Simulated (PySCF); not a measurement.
B3LYP has the VWN-RPA correlation part, as in Gaussian. Excitations are Tamm–Dancoff values on a coarser integration grid. The basis has no diffuse functions, so Rydberg states are missing or too high.

Cartesian coordinates (Å):
SMILES: S(=O)=O
```xyz
3

O     -1.2509     0.1705     0.0000
S      0.0287    -0.4869     0.0000
O      1.2222     0.3164     0.0000
```
Charge 0, spin multiplicity 1.

### Question
Estimate the S1 oscillator strength, S1–T1 gap (TDA) and T1 excitation (TDA) that B3LYP-D3(BJ)/def2-TZVP (PySCF) returns for this input.

### Answer

The S1 oscillator strength is 0.008, the S1–T1 gap (TDA) is 1.17 eV and the T1 excitation (TDA) comes out as 3.11 eV.
